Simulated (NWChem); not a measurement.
Species: CHO, doublet; SMILES [CH]=O

In the optimisation the excess spin sits in a' (Cs, its own frame).

Task: Give the equilibrium geometry at PBE-D3(BJ)/def2-SVP, spin-unrestricted (NWChem) as a list of bonds and angles, with the point group.

Result: point group Cs; any orientation.
Bond lengths (Å): C1–O2 1.186, C1–H3 1.149. Bond angles (°): O2–C1–H3 124.0.
